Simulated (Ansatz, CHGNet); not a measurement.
# Ladder of methods for the elastic constant C11 of fcc Ag

Reference value: 131 GPa (measured, 0 K, low-temperature values given for 0 K; zero-point effects included; as tabulated in Li et al. (2021), arXiv:2102.01972).

Task: Put these levels in order of the elastic constant C11 that they give for fcc Ag, smallest first: CHGNet 0.3.0 (CHGNet), LDA (Ansatz, a program for electronic structure), PBE (Ansatz).

Result: CHGNet 0.3.0 (74.8 GPa), PBE (111 GPa), LDA (169 GPa)

Unless a cell is named, each level is at its own relaxed cell (CHGNet 0.3.0 17.99, LDA 16.01, PBE 17.84 Å³/atom).

Differences against the reference: CHGNet 0.3.0 -43 %, LDA +29 %, PBE -15.3 %.

The reference has no zero-point or thermal correction, while the calculations are for a static lattice, so the differences are not the levels' errors alone.  Each level is taken at its own relaxed cell. Ansatz's density-functional and Hartree–Fock values are scalar-relativistic unless marked +SOC, with PAW data made under PBE.

Machine-learned potentials (CHGNet 0.3.0) are trained on DFT data, which may include these solids.

Differences are worked out from the printed values.
